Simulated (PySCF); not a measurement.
Start geometry of `C[SiH3]` from GFN2-xTB (Å):
```
atom  x, y, z in Å
C1    -0.9547   -0.1405    0.0202
Si2    0.9011    0.1038   -0.0232
H3    -1.4593    0.5595    0.7200
H4    -1.2144   -1.1257    0.2968
H5    -1.4178    0.0756   -0.9686
H6     1.2238    1.4876   -0.4153
H7     1.5032   -0.8255   -0.9869
H8     1.4732   -0.1540    1.3045
```

Task: What comes out of this run: PySCF, PBE0-D3(BJ)/def2-TZVP geometry optimisation, gas phase?

Result: 
```
atom  x, y, z in Å
C1    -0.9462   -0.0770    0.2414
Si2    0.8602    0.0645   -0.2253
H3    -1.1649    0.5031    1.1402
H4    -1.2167   -1.1174    0.4335
H5    -1.5810    0.2955   -0.5656
H6     1.1905    1.4570   -0.6329
H7     1.1779   -0.8400   -1.3634
H8     1.7344   -0.3052    0.9206
```

The energy falls by 1.2 kcal/mol over 6 energy and gradient evaluations, the largest force component goes from 0.0354 to 2.9e-04 Eh/bohr, and the atoms move by 0.056 Å rms after alignment. The bond that changes most is C1–H4 (Si-methyl carbon to methyl hydrogen), which lengthens by 0.036 Å. Bonds longer at the end by more than 0.005 Å: 4 of 7; shorter: 2. Among the angles that change most is H3–C1–H5, from 104.4° to 108.1°. Rotational constants go from 56922, 10951, 10945 to 56094, 10959, 10959 MHz. The orientation of the end geometry is arbitrary; only internal coordinates are fixed.

The run used 104 basis functions and 37 SCF cycles in all. Time: 26 s wall; peak memory 0.46 GiB. Hardware: one thread of an Intel Xeon Platinum 8259CL at 2.50 GHz, no GPU, shared host.

Not checked by PBE0-D3(BJ)/def2-TZVP frequencies.
